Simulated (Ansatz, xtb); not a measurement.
Relaxing a trial structure of C5H10F+

The starting geometry of this gas-phase singlet was built from a drawn formula by distance geometry and a force field; its bonds are those of `[CH2+]C[C@H](C)CF`.

```xyz
16

C     2.2554   -2.0064   -0.3538
C     2.1457   -0.5578   -0.1395
C     2.0408   -0.1490    1.3260
C     0.7562   -0.7353    2.0286
C     2.0028    1.3498    1.5085
F     3.1560    1.8492    0.9857
H     1.9475   -2.4704   -1.2828
H     2.9217   -2.5899    0.3287
H     3.0211   -0.0008   -0.5754
H     1.2534   -0.1849   -0.6964
H     2.9048   -0.5011    1.9036
H     0.6712   -0.4403    3.0549
H     0.7588   -1.8578    1.9602
H    -0.1795   -0.4094    1.4919
H     1.9363    1.6490    2.5436
H     1.1403    1.8274    0.9270
```

Question: Predict what it relaxes into with r2SCAN-D4/def2-SVP.

Answer: It rearranges to `C[CH+][C@H](C)CF`. Contacts that open: C2–H9 (1.13 → 1.97 Å). Contacts that close: C1–H9 (2.16 → 1.13 Å).

The energy falls by 1.38 eV over 24 steps:

```json
{"step": "1", "E − E(last) (eV)": "1.375"}
{"step": "4", "E − E(last) (eV)": "0.803"}
{"step": "6", "E − E(last) (eV)": "0.752"}
{"step": "9", "E − E(last) (eV)": "0.663"}
{"step": "11", "E − E(last) (eV)": "0.487"}
{"step": "14", "E − E(last) (eV)": "0.173"}
{"step": "16", "E − E(last) (eV)": "0.062"}
{"step": "19", "E − E(last) (eV)": "0.004"}
{"step": "21", "E − E(last) (eV)": "0.000"}
{"step": "24", "E − E(last) (eV)": "0.000"}
```

Final geometry (Å):

```yaml
atoms:
  - { symbol: C, position_ang: [2.8259, -1.3201, -0.6353] }
  - { symbol: C, position_ang: [1.6865, -0.8997, 0.1286] }
  - { symbol: C, position_ang: [1.7401, -0.4740, 1.5014] }
  - { symbol: C, position_ang: [0.4322, -0.5632, 2.2903] }
  - { symbol: C, position_ang: [2.1066, 1.0799, 1.3112] }
  - { symbol: F, position_ang: [3.3283, 1.2257, 0.7416] }
  - { symbol: H, position_ang: [2.5946, -1.7819, -1.6046] }
  - { symbol: H, position_ang: [3.6019, -1.8423, -0.0551] }
  - { symbol: H, position_ang: [3.2893, -0.3158, -0.8617] }
  - { symbol: H, position_ang: [0.7341, -0.7333, -0.4045] }
  - { symbol: H, position_ang: [2.6036, -0.9027, 2.0371] }
  - { symbol: H, position_ang: [0.5605, -0.0936, 3.2759] }
  - { symbol: H, position_ang: [0.1573, -1.6148, 2.4502] }
  - { symbol: H, position_ang: [-0.3962, -0.0612, 1.7675] }
  - { symbol: H, position_ang: [2.1250, 1.4577, 2.3484] }
  - { symbol: H, position_ang: [1.3426, 1.6115, 0.7200] }
```

From the same start GFN2-xTB reaches the same bonding as this run.

The end wasn't checked by frequencies. Run with Ansatz 0.2.0, 82 s on 2 threads of Intel(R) Xeon(R) Processor @ 2.70GHz, on a shared host.
